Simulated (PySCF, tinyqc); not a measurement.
RKS/exchange-only LDA in the sto-6g basis, for LiH, spin multiplicity 1, step by step. The lowest restricted solution is unstable here: a spin-polarised one lies 0.0157 hartree lower (PySCF). Computed by tinyqc, a small Python program that keeps every step (integrals from PySCF). Settings: charge = 0, multiplicity = 1, basis = sto-6g, energy threshold = 1e-08, iteration cap = 72, orthogonalisation = canonical, start = highest core orbitals, DIIS depth = 4, method = RKS, functional = Slater exchange alone, grid = [40, 26]. Command: `OMP_NUM_THREADS=1 python tinyqc.py 21778 21779 out.jsonl` (the two numbers bound the seeds that draw the settings). One thread of a shared host (Intel(R) Xeon(R) Processor @ 2.60GHz), about 0.7 s of CPU time with the checks. Later iterations appear only in the table of the cycle.

## One-electron integrals

Geometry (angstrom):
```
atom,x,y,z
Li,0.000000,0.000000,0.000000
H,0.000000,0.000000,2.856000
```

Basis sto-6g: exponents (1/bohr^2) and contraction coefficients of normalised primitives:
```
element,l (shell),exponent,coefficient
Li,s (1),167.175846,0.009164
Li,s (1),30.651508,0.049361
Li,s (1),8.575187,0.168538
Li,s (1),2.945808,0.370563
Li,s (1),1.143944,0.416492
Li,s (1),0.471139,0.130334
Li,s (2),6.597564,-0.013253
Li,s (2),1.305830,-0.046992
Li,s (2),0.405851,-0.033785
Li,s (2),0.156146,0.250242
Li,s (2),0.067814,0.595117
Li,s (2),0.031084,0.240706
Li,p (3),6.597564,0.003760
Li,p (3),1.305830,0.037679
Li,p (3),0.405851,0.173897
Li,p (3),0.156146,0.418036
Li,p (3),0.067814,0.425860
Li,p (3),0.031084,0.101708
H,s (1),35.523221,0.009164
H,s (1),6.513144,0.049361
H,s (1),1.822143,0.168538
H,s (1),0.625955,0.370563
H,s (1),0.243077,0.416492
H,s (1),0.100112,0.130334
```

Overlap, kinetic and nuclear-attraction integrals over the contracted functions; the nuclear repulsion is the sum of Za Zb / Rab.

nuclear repulsion = 0.55585841 hartree

overlap S:
```
,1Li 1s,1Li 2s,1Li 2px,1Li 2py,1Li 2pz,2H 1s
1Li 1s,1.000000,0.235742,0.000000,0.000000,0.000000,0.004182
1Li 2s,0.235742,1.000000,0.000000,0.000000,0.000000,0.144533
1Li 2px,0.000000,0.000000,1.000000,0.000000,0.000000,0.000000
1Li 2py,0.000000,0.000000,0.000000,1.000000,0.000000,0.000000
1Li 2pz,0.000000,0.000000,0.000000,0.000000,1.000000,0.220630
2H 1s,0.004182,0.144533,0.000000,0.000000,0.220630,1.000000
```

kinetic energy T (hartree):
```
,1Li 1s,1Li 2s,1Li 2px,1Li 2py,1Li 2pz,2H 1s
1Li 1s,3.616742,-0.110723,0.000000,0.000000,0.000000,-0.002039
1Li 2s,-0.110723,0.106524,0.000000,0.000000,0.000000,-0.001085
1Li 2px,0.000000,0.000000,0.320007,0.000000,0.000000,0.000000
1Li 2py,0.000000,0.000000,0.000000,0.320007,0.000000,0.000000
1Li 2pz,0.000000,0.000000,0.000000,0.000000,0.320007,0.010117
2H 1s,-0.002039,-0.001085,0.000000,0.000000,0.010117,0.768522
```

nuclear attraction V (hartree):
```
,1Li 1s,1Li 2s,1Li 2px,1Li 2py,1Li 2pz,2H 1s
1Li 1s,-8.252430,-0.872042,0.000000,0.000000,-0.005343,-0.015635
1Li 2s,-0.872042,-1.383588,0.000000,0.000000,-0.058830,-0.192318
1Li 2px,0.000000,0.000000,-1.370532,0.000000,0.000000,0.000000
1Li 2py,0.000000,0.000000,0.000000,-1.370532,0.000000,0.000000
1Li 2pz,-0.005343,-0.058830,0.000000,0.000000,-1.409536,-0.296347
2H 1s,-0.015635,-0.192318,0.000000,0.000000,-0.296347,-1.795413
```

core Hamiltonian H = T + V (hartree):
```
,1Li 1s,1Li 2s,1Li 2px,1Li 2py,1Li 2pz,2H 1s
1Li 1s,-4.635688,-0.982765,0.000000,0.000000,-0.005343,-0.017673
1Li 2s,-0.982765,-1.277065,0.000000,0.000000,-0.058830,-0.193403
1Li 2px,0.000000,0.000000,-1.050525,0.000000,0.000000,0.000000
1Li 2py,0.000000,0.000000,0.000000,-1.050525,0.000000,0.000000
1Li 2pz,-0.005343,-0.058830,0.000000,0.000000,-1.089529,-0.286230
2H 1s,-0.017673,-0.193403,0.000000,0.000000,-0.286230,-1.026891
```

## Two-electron integrals

Functions are numbered as in S; the eight-fold symmetry (ij|kl) = (ji|kl) = (kl|ij) leaves the list below.

Two-electron integrals (ij|kl) in chemists' order, unique and non-zero (hartree):
```
i,j,k,l,(ij|kl)
1,1,1,1,1.681247
2,1,1,1,0.242603
2,1,2,1,0.044507
2,2,1,1,0.397190
2,2,2,1,0.090279
2,2,2,2,0.290625
3,1,3,1,0.009437
3,2,3,1,0.014261
3,2,3,2,0.064236
3,3,1,1,0.397190
3,3,2,1,0.090279
3,3,2,2,0.290625
3,3,3,3,0.313125
4,1,4,1,0.009437
4,2,4,1,0.014261
4,2,4,2,0.064236
4,3,4,3,0.016875
4,4,1,1,0.397190
4,4,2,1,0.090279
4,4,2,2,0.290625
4,4,3,3,0.279374
4,4,4,4,0.313125
5,1,5,1,0.009437
5,2,5,1,0.014261
5,2,5,2,0.064236
5,3,5,3,0.016875
5,4,5,4,0.016875
5,5,1,1,0.397190
5,5,2,1,0.090279
5,5,2,2,0.290625
5,5,3,3,0.279374
5,5,4,4,0.279374
5,5,5,5,0.313125
6,1,1,1,0.004106
6,1,2,1,0.000747
6,1,2,2,0.001568
6,1,3,3,0.001545
6,1,4,4,0.001545
6,1,5,1,0.000100
6,1,5,2,0.000219
6,1,5,5,0.001613
6,1,6,1,0.000014
6,2,1,1,0.034467
6,2,2,1,0.008071
6,2,2,2,0.031453
6,2,3,3,0.029644
6,2,4,4,0.029644
6,2,5,1,0.001144
6,2,5,2,0.009661
6,2,5,5,0.035070
6,2,6,1,0.000169
6,2,6,2,0.008879
6,3,3,1,0.000337
6,3,3,2,0.002138
6,3,5,3,0.001028
6,3,6,3,0.000314
6,4,4,1,0.000337
6,4,4,2,0.002138
6,4,5,4,0.001028
6,4,6,4,0.000314
6,5,1,1,0.050461
6,5,2,1,0.011858
6,5,2,2,0.046998
6,5,3,3,0.043993
6,5,4,4,0.043993
6,5,5,1,0.001794
6,5,5,2,0.015244
6,5,5,5,0.053007
6,5,6,1,0.000252
6,5,6,2,0.014065
6,5,6,5,0.022343
6,6,1,1,0.185283
6,6,2,1,0.043677
6,6,2,2,0.182626
6,6,3,3,0.170477
6,6,4,4,0.170477
6,6,5,1,0.005339
6,6,5,2,0.057280
6,6,5,5,0.206921
6,6,6,1,0.000906
6,6,6,2,0.072779
6,6,6,5,0.117448
6,6,6,6,0.774999
```

## Orthogonalisation

S = U s U^T; canonical form X = U s^(-1/2), so that X^T S X = 1. Each column of U has its largest component positive (the first on a tie).

eigenvalues of S: 0.690023  0.831244  1.000000  1.000000  1.164660  1.314073

X:
```
,1,2,3,4,5,6
1Li 1s,-0.533661,0.605742,0.000000,0.000000,-0.503835,0.392880
1Li 2s,0.713408,-0.424894,0.000000,0.000000,-0.359233,0.514941
1Li 2px,0.000000,0.000000,0.109417,0.993996,0.000000,0.000000
1Li 2py,0.000000,0.000000,0.993996,-0.109417,0.000000,0.000000
1Li 2pz,0.469479,0.643109,0.000000,0.000000,0.552757,0.335903
2H 1s,-0.659599,-0.491902,0.000000,0.000000,0.412531,0.478166
```

Within a degenerate level the vectors are fixed only up to a rotation; this is one choice.

## Starting guess

The start is the highest orbitals of the core Hamiltonian (a deliberately bad start); D = 2 C_occ C_occ^T.

D at the start:
```
,1Li 1s,1Li 2s,1Li 2px,1Li 2py,1Li 2pz,2H 1s
1Li 1s,0.000676,-0.003783,0.000000,0.000000,-0.020872,0.035639
1Li 2s,-0.003783,0.021170,0.000000,0.000000,0.116790,-0.199417
1Li 2px,0.000000,0.000000,0.488076,-0.859031,0.000000,0.000000
1Li 2py,0.000000,0.000000,-0.859031,1.511924,0.000000,0.000000
1Li 2pz,-0.020872,0.116790,0.000000,0.000000,0.644289,-1.100115
2H 1s,0.035639,-0.199417,0.000000,0.000000,-1.100115,1.878431
```

## Iteration 1: exchange-correlation on the grid

Becke grid with 40 radial and 26 angular points per atom, points of zero weight dropped. rho = sum D_ij phi_i phi_j; V_xc,ij = sum w v_xc phi_i phi_j; v_xc is d(rho eps)/d rho.

The 8 grid points with the largest w rho, of 2064 (bohr, atomic units):
```
x,y,z,w,rho,eps_xc,v_xc
0.000000,-2.993192,0.000000,2.173807,0.011779,-0.168042,-0.224057
0.000000,2.993192,0.000000,2.173807,0.011779,-0.168042,-0.224057
2.116506,-2.116506,0.000000,1.739046,0.014472,-0.179982,-0.239976
-2.116506,2.116506,0.000000,1.739046,0.014472,-0.179982,-0.239976
0.000000,-2.607342,0.000000,1.491889,0.016601,-0.188406,-0.251209
0.000000,2.607342,0.000000,1.491889,0.016601,-0.188406,-0.251209
0.000000,-3.419373,0.000000,3.130736,0.007785,-0.146377,-0.195169
0.000000,3.419373,0.000000,3.130736,0.007785,-0.146377,-0.195169
```

electrons on the grid, sum of w rho = 4.027889

E_xc = sum of w rho eps_xc = -0.88522040 hartree

V_xc (hartree):
```
,1Li 1s,1Li 2s,1Li 2px,1Li 2py,1Li 2pz,2H 1s
1Li 1s,-0.200278,-0.054748,0.000000,0.000000,-0.000315,-0.000937
1Li 2s,-0.054748,-0.172393,0.000000,0.000000,-0.004106,-0.032520
1Li 2px,0.000000,0.000000,-0.159891,0.026708,0.000000,0.000000
1Li 2py,0.000000,0.000000,0.026708,-0.188301,0.000000,0.000000
1Li 2pz,-0.000315,-0.004106,0.000000,0.000000,-0.168997,-0.051888
2H 1s,-0.000937,-0.032520,0.000000,0.000000,-0.051888,-0.418190
```

## Iteration 1: building the Kohn-Sham matrix

J_ij = sum D_kl (ij|kl); F = H + J + V_xc; E = tr D H + tr D J / 2 + E_xc + E_nn.

Coulomb J (hartree):
```
,1Li 1s,1Li 2s,1Li 2px,1Li 2py,1Li 2pz,2H 1s
1Li 1s,1.281558,0.293251,0.000000,0.000000,0.008570,0.005289
1Li 2s,0.293251,1.001445,0.000000,0.000000,0.084627,0.186955
1Li 2px,0.000000,0.000000,0.972679,-0.028992,0.000000,0.000000
1Li 2py,0.000000,0.000000,-0.028992,1.007234,0.000000,0.000000
1Li 2pz,0.008570,0.084627,0.000000,0.000000,1.024416,0.292431
2H 1s,0.005289,0.186955,0.000000,0.000000,0.292431,1.659496
```

Kohn-Sham matrix F (hartree):
```
,1Li 1s,1Li 2s,1Li 2px,1Li 2py,1Li 2pz,2H 1s
1Li 1s,-3.554408,-0.744261,0.000000,0.000000,0.002912,-0.013321
1Li 2s,-0.744261,-0.448013,0.000000,0.000000,0.021691,-0.038968
1Li 2px,0.000000,0.000000,-0.237737,-0.002284,0.000000,0.000000
1Li 2py,0.000000,0.000000,-0.002284,-0.231592,0.000000,0.000000
1Li 2pz,0.002912,0.021691,0.000000,0.000000,-0.234109,-0.045687
2H 1s,-0.013321,-0.038968,0.000000,0.000000,-0.045687,0.214415
```

total energy of this density = -1.81876262 hartree

## Iteration 1: diagonalisation and new density

Diagonalise F' = X^T F X, C = X C', fill 2 alpha and 2 beta electrons from the bottom; D = 2 C_occ C_occ^T. Each column has its largest component positive (the first on a tie).

F' = X^T F X (hartree):
```
,1,2,3,4,5,6
1,-0.563234,0.833266,0.000000,0.000000,-0.846182,0.489144
2,0.833266,-1.035943,0.000000,0.000000,0.875836,-0.941366
3,0.000000,0.000000,-0.232162,-0.002898,0.000000,0.000000
4,0.000000,0.000000,-0.002898,-0.237167,0.000000,0.000000
5,-0.846182,0.875836,0.000000,0.000000,-1.278541,1.068180
6,0.489144,-0.941366,0.000000,0.000000,1.068180,-0.976570
```

orbital energies (hartree): MO1 -3.557323, MO2 -0.314951, MO3 -0.238493, MO4 -0.230836, MO5 -0.228316, MO6 0.246303

coefficients C:
```
,MO1,MO2,MO3,MO4,MO5,MO6
1Li 1s,1.006874,-0.205856,0.000000,0.000000,-0.054658,0.027637
1Li 2s,-0.031124,0.994270,0.000000,0.000000,0.267534,-0.150279
1Li 2px,0.000000,0.000000,0.949357,-0.314199,0.000000,0.000000
1Li 2py,0.000000,0.000000,0.314199,0.949357,0.000000,0.000000
1Li 2pz,-0.001526,-0.257778,0.000000,0.000000,0.967667,-0.222575
2H 1s,0.003805,-0.005386,0.000000,0.000000,-0.008163,1.037185
```

D after iteration 1:
```
,1Li 1s,1Li 2s,1Li 2px,1Li 2py,1Li 2pz,2H 1s
1Li 1s,2.112342,-0.472028,0.000000,0.000000,0.103058,0.009880
1Li 2s,-0.472028,1.979082,0.000000,0.000000,-0.512507,-0.010947
1Li 2px,0.000000,0.000000,0.000000,0.000000,0.000000,0.000000
1Li 2py,0.000000,0.000000,0.000000,0.000000,0.000000,0.000000
1Li 2pz,0.103058,-0.512507,0.000000,0.000000,0.132904,0.002765
2H 1s,0.009880,-0.010947,0.000000,0.000000,0.002765,0.000087
```

## Iteration 2: exchange-correlation on the grid

As before.

The 8 grid points with the largest w rho, of 2064 (bohr, atomic units):
```
x,y,z,w,rho,eps_xc,v_xc
0.000000,0.000000,-2.993192,2.173813,0.010711,-0.162804,-0.217072
0.000000,0.000000,-2.607342,1.491890,0.014969,-0.182020,-0.242694
0.000000,0.000000,-3.419373,3.130758,0.007093,-0.141907,-0.189209
0.000000,0.000000,-2.258774,1.010109,0.019400,-0.198450,-0.264600
0.000000,0.000000,-3.889396,4.465073,0.004332,-0.120394,-0.160525
0.000000,0.000000,-1.944790,0.673368,0.023374,-0.211170,-0.281560
0.000000,2.116506,-2.116506,1.739051,0.008853,-0.152786,-0.203714
-2.116506,0.000000,-2.116506,1.739051,0.008853,-0.152786,-0.203714
```

electrons on the grid, sum of w rho = 4.000803

E_xc = sum of w rho eps_xc = -1.76171752 hartree

V_xc (hartree):
```
,1Li 1s,1Li 2s,1Li 2px,1Li 2py,1Li 2pz,2H 1s
1Li 1s,-0.975257,-0.113295,0.000000,0.000000,0.003729,-0.001896
1Li 2s,-0.113295,-0.174992,0.000000,0.000000,0.026582,-0.010245
1Li 2px,0.000000,0.000000,-0.175447,0.000000,0.000000,0.000000
1Li 2py,0.000000,0.000000,0.000000,-0.175447,0.000000,0.000000
1Li 2pz,0.003729,0.026582,0.000000,0.000000,-0.174091,-0.014361
2H 1s,-0.001896,-0.010245,0.000000,0.000000,-0.014361,-0.042660
```

## Iteration 2: building the Kohn-Sham matrix

As before.

Coulomb J (hartree):
```
,1Li 1s,1Li 2s,1Li 2px,1Li 2py,1Li 2pz,2H 1s
1Li 1s,4.160819,0.661018,0.000000,0.000000,-0.012686,0.011081
1Li 2s,0.661018,1.367186,0.000000,0.000000,-0.063021,0.122320
1Li 2px,0.000000,0.000000,1.365713,0.000000,0.000000,0.000000
1Li 2py,0.000000,0.000000,0.000000,1.365713,0.000000,0.000000
1Li 2pz,-0.012686,-0.063021,0.000000,0.000000,1.370134,0.180028
2H 1s,0.011081,0.122320,0.000000,0.000000,0.180028,0.680608
```

Kohn-Sham matrix F (hartree):
```
,1Li 1s,1Li 2s,1Li 2px,1Li 2py,1Li 2pz,2H 1s
1Li 1s,-1.450126,-0.435041,0.000000,0.000000,-0.014300,-0.008488
1Li 2s,-0.435041,-0.084871,0.000000,0.000000,-0.095269,-0.081327
1Li 2px,0.000000,0.000000,0.139742,0.000000,0.000000,0.000000
1Li 2py,0.000000,0.000000,0.000000,0.139742,0.000000,0.000000
1Li 2pz,-0.014300,-0.095269,0.000000,0.000000,0.106515,-0.120563
2H 1s,-0.008488,-0.081327,0.000000,0.000000,-0.120563,-0.388943
```

total energy of this density = -7.12429813 hartree

## Iteration 2: DIIS over 2 matrices

error matrix X^T (FDS - SDF) X:
```
,1,2,3,4,5,6
1,0.000000,-0.001993,0.000000,0.000000,0.116585,-0.007168
2,0.001993,0.000000,0.000000,0.000000,-0.000768,-0.116642
3,0.000000,0.000000,0.000000,0.000000,0.000000,0.000000
4,0.000000,0.000000,0.000000,0.000000,0.000000,0.000000
5,-0.116585,0.000768,0.000000,0.000000,0.000000,-0.163936
6,0.007168,0.116642,0.000000,0.000000,0.163936,0.000000
```

B (overlaps of the stored error matrices):
```
,1,2
1,2.1513179e-01,-1.2224047e-02
2,-1.2224047e-02,1.0825664e-01
```

Minimise |sum c_i e_i|^2 with sum c_i = 1: solve [B -1; -1 0][c; lambda] = [0; -1] with B_ij = tr e_i^T e_j, and take F = sum c_i F_i.

DIIS coefficients: 0.346372  0.653628

extrapolated F (hartree):
```
,1Li 1s,1Li 2s,1Li 2px,1Li 2py,1Li 2pz,2H 1s
1Li 1s,-2.178989,-0.542146,0.000000,0.000000,-0.008338,-0.010162
1Li 2s,-0.542146,-0.210653,0.000000,0.000000,-0.054757,-0.066655
1Li 2px,0.000000,0.000000,0.008994,-0.000791,0.000000,0.000000
1Li 2py,0.000000,0.000000,-0.000791,0.011122,0.000000,0.000000
1Li 2pz,-0.008338,-0.054757,0.000000,0.000000,-0.011468,-0.094628
2H 1s,-0.010162,-0.066655,0.000000,0.000000,-0.094628,-0.179957
```

## Iteration 2: diagonalisation and new density

As before.

F' = X^T F X (hartree):
```
,1,2,3,4,5,6
1,-0.314105,0.403557,0.000000,0.000000,-0.423270,0.409898
2,0.403557,-0.545276,0.000000,0.000000,0.688107,-0.509369
3,0.000000,0.000000,0.010925,-0.001004,0.000000,0.000000
4,0.000000,0.000000,-0.001004,0.009191,0.000000,0.000000
5,-0.423270,0.688107,0.000000,0.000000,-0.803486,0.600427
6,0.409898,-0.509369,0.000000,0.000000,0.600427,-0.742183
```

orbital energies (hartree): MO1 -2.179446, MO2 -0.211132, MO3 -0.055896, MO4 0.008732, MO5 0.011384, MO6 0.041424

coefficients C:
```
,MO1,MO2,MO3,MO4,MO5,MO6
1Li 1s,0.996421,-0.089492,-0.237812,0.000000,0.000000,0.050039
1Li 2s,0.014758,0.337874,0.962163,0.000000,0.000000,-0.208724
1Li 2px,0.000000,0.000000,0.000000,0.949357,-0.314199,0.000000
1Li 2py,0.000000,0.000000,0.000000,0.314199,0.949357,0.000000
1Li 2pz,0.004597,0.280959,0.150296,0.000000,0.000000,0.975101
2H 1s,-0.002198,0.798040,-0.534962,0.000000,0.000000,-0.390904
```

D after iteration 2:
```
,1Li 1s,1Li 2s,1Li 2px,1Li 2py,1Li 2pz,2H 1s
1Li 1s,2.001728,-0.031064,0.000000,0.000000,-0.041127,-0.147218
1Li 2s,-0.031064,0.228753,0.000000,0.000000,0.189993,0.539209
1Li 2px,0.000000,0.000000,0.000000,0.000000,0.000000,0.000000
1Li 2py,0.000000,0.000000,0.000000,0.000000,0.000000,0.000000
1Li 2pz,-0.041127,0.189993,0.000000,0.000000,0.157918,0.448413
2H 1s,-0.147218,0.539209,0.000000,0.000000,0.448413,1.273745
```

## Iteration 18 (converged): orbitals

converged F (hartree):
```
,1Li 1s,1Li 2s,1Li 2px,1Li 2py,1Li 2pz,2H 1s
1Li 1s,-1.697387,-0.480938,0.000000,0.000000,0.005087,-0.008938
1Li 2s,-0.480938,-0.163657,0.000000,0.000000,0.012314,-0.044552
1Li 2px,0.000000,0.000000,0.050154,0.000000,0.000000,0.000000
1Li 2py,0.000000,0.000000,0.000000,0.050154,0.000000,0.000000
1Li 2pz,0.005087,0.012314,0.000000,0.000000,0.049324,-0.059702
2H 1s,-0.008938,-0.044552,0.000000,0.000000,-0.059702,-0.013971
```

As before.

F' = X^T F X (hartree):
```
,1,2,3,4,5,6
1,-0.117389,0.338161,0.000000,0.000000,-0.331568,0.315621
2,0.338161,-0.366064,0.000000,0.000000,0.505318,-0.408312
3,0.000000,0.000000,0.050154,0.000000,0.000000,0.000000
4,0.000000,0.000000,0.000000,0.050154,0.000000,0.000000
5,-0.331568,0.505318,0.000000,0.000000,-0.631434,0.542427
6,0.315621,-0.408312,0.000000,0.000000,0.542427,-0.536496
```

orbital energies (hartree): MO1 -1.701583, MO2 -0.061187, MO3 -0.012805, MO4 0.050154, MO5 0.050154, MO6 0.124191

coefficients C:
```
,MO1,MO2,MO3,MO4,MO5,MO6
1Li 1s,0.986552,-0.181056,-0.212963,0.000000,0.000000,-0.092210
1Li 2s,0.051823,0.625322,0.753036,0.000000,0.000000,0.350605
1Li 2px,0.000000,0.000000,0.000000,0.999785,0.020759,0.000000
1Li 2py,0.000000,0.000000,0.000000,-0.020759,0.999785,0.000000
1Li 2pz,-0.002389,0.207245,-0.523328,0.000000,0.000000,0.857637
2H 1s,-0.004672,0.642432,-0.427664,0.000000,0.000000,-0.692983
```

D after iteration 18:
```
,1Li 1s,1Li 2s,1Li 2px,1Li 2py,1Li 2pz,2H 1s
1Li 1s,2.012133,-0.124185,0.000000,0.000000,-0.079759,-0.241850
1Li 2s,-0.124185,0.787426,0.000000,0.000000,0.258943,0.802969
1Li 2px,0.000000,0.000000,0.000000,0.000000,0.000000,0.000000
1Li 2py,0.000000,0.000000,0.000000,0.000000,0.000000,0.000000
1Li 2pz,-0.079759,0.258943,0.000000,0.000000,0.085913,0.266304
2H 1s,-0.241850,0.802969,0.000000,0.000000,0.266304,0.825482
```

Within a degenerate level the vectors are fixed only up to a rotation; this is one choice.

## Convergence

Stop when the energy changes by less than 1e-08 hartree and every element of the error matrix X^T (F D S - S D F) X is below 3e-05.

Course of the cycle:
```
iteration,E (hartree),change,largest element of the error matrix
1,-1.81876262,-,1.86e-01
2,-7.12429813,-5.31e+00,1.64e-01
3,-7.50390552,-3.80e-01,2.28e-01
4,-7.44975586,5.41e-02,2.26e-01
5,-7.53398051,-8.42e-02,1.39e-01
6,-7.13768038,3.96e-01,1.82e-01
7,-7.21059039,-7.29e-02,2.00e-01
8,-7.19187752,1.87e-02,1.98e-01
9,-7.44137455,-2.49e-01,2.33e-01
10,-7.56140010,-1.20e-01,5.97e-02
11,-7.54355207,1.78e-02,1.27e-01
12,-7.53409386,9.46e-03,1.44e-01
13,-7.47234546,6.17e-02,1.76e-01
14,-7.56578473,-9.34e-02,5.84e-02
15,-7.57132998,-5.55e-03,1.10e-02
16,-7.57153520,-2.05e-04,7.28e-04
17,-7.57153611,-9.07e-07,4.30e-05
18,-7.57153611,-3.18e-09,8.12e-07
```

PySCF RKS in the same basis, fine grid = -7.56824580 hartree

Converged in 18 iterations. The coarse grid moves the energy by -3.29e-03 hartree.

## Populations, bond orders and dipole

Mulliken: Z minus the diagonal of D S on the atom; Loewdin: the same with S^(1/2) D S^(1/2); Mayer order: 2 sum_s sum (D(s) S)_ij (D(s) S)_ji over the two atoms.

Charges (e):
```
atom,Mulliken,Loewdin
1Li,-0.000720,-0.003009
2H,0.000720,0.003009
```

Mayer bond orders:
```
pair,order
2-1,0.999999
```

dipole moment about the origin, x y z (debye): 0.000000  0.000000  -3.732325
